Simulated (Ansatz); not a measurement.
**How far each method lies from RCCSDTQ for Ge2H⁺ (H-bridged), singlet**

Geometry: that of the Ge2H (H-bridged), doublet, kept fixed. The triplet lies 0.6 eV lower here.

```yaml
atoms:
  - { symbol: Ge, position_ang: [0.0000, -0.4466, 1.1824] }
  - { symbol: Ge, position_ang: [0.0000, -0.4466, -1.1824] }
  - { symbol: H, position_ang: [0.0000, 0.8933, 0.0000] }
```

Basis cc-pVDZ; Ansatz 0.2.0. Correlated methods freeze the noble-gas cores and the filled d shells of p-block atoms, which leaves 8 electrons in 31 orbitals. Prefix R: restricted or restricted open-shell reference; prefix U: unrestricted. Active spaces: valence = (8e, 9o) chosen from the atoms' valence shells. No spin–orbit coupling is included, and no scalar relativity.

Full CI isn't at hand for all of this; RCCSDTQ serves as the reference, and is uncertain by about the last step of the cluster series. The frozen core follows each run's orbitals, which can shift R against U totals by a few meV for light atoms and by up to 0.1 eV past Ca.

The largest doubles amplitude grows up the series, to 0.42: the determinant mixes near-degenerate terms, and the last step may understate the doubt.

- UHF ⟨S²⟩: 1.047
- ⟨S²⟩ of the determinant under UCCSD: 1.059
- T1 diagnostic (RCCSD): 0.0143
- largest doubles amplitude (RCCSD): 0.115

```tsv
level	E − E(RHF) (eV)
RMP2	-3.4128
RCCSD	-4.3868
RCCSD(T)	-4.5377
```

Q: Estimate how far RCCSDTQ in cc-pVDZ lies from RCCSD(T). The table doesn't fix it; the size of (T) and the diagnostics are the guide.

A: RCCSDTQ in cc-pVDZ lies 8.1 kJ/mol below RCCSD(T), which is 56 % of the (T) step (-14.6 kJ/mol). RHF is unstable towards spin polarisation, and the rest is a large part of (T). The miss exceeds 1 kcal/mol.

The other levels:

```
                   level  E − E(RCCSDTQ) (kJ/mol)  share of correlation (%)  wall time
                    CISD                     55.0                     87.67      2.1 s
                 BCCD(T)                      8.1                     98.19      3.2 s
                  RCCSDT                      2.6                     99.41          –
               RCCSDT(Q)                      0.7                     99.85      6.5 s
  CASSCF (valence space)                    230.5                     48.31          –
  NEVPT2 (valence space)                     65.6                     85.28        7 s
  MRCISD (valence space)                     19.0                     95.75          –
MRCISD+Q (valence space)                      7.0                     98.44      8.5 s
```

The correlation energy at RCCSDTQ, counted from RHF, is -4.622 eV. That run took 9 s on 2 threads of AMD EPYC 7R13 with a shared H100 80 GB, shared host.

Run but not shown, since their state or frozen core can't be matched to the reference's or they repeat it: UHF, UMP2, UCCSD, UCCSD(T), UCCSDT, UCCSDT(Q), UCCSDTQ.

Times hold each run's SCF and search for its determinant on a shared host, so for small cases they say little of a method's own cost; they ran on 1 thread of AMD EPYC 7R13.

Unrestricted levels hold only the spin's projection, and here they fall towards a lower state of higher spin.

Natural occupations of CASSCF (valence space) about the gap: 1.983 1.949 1.934 1.912 0.066 0.053 0.044 0.032 0.027; effectively unpaired electrons, Σ n²(2−n)², 0.10.
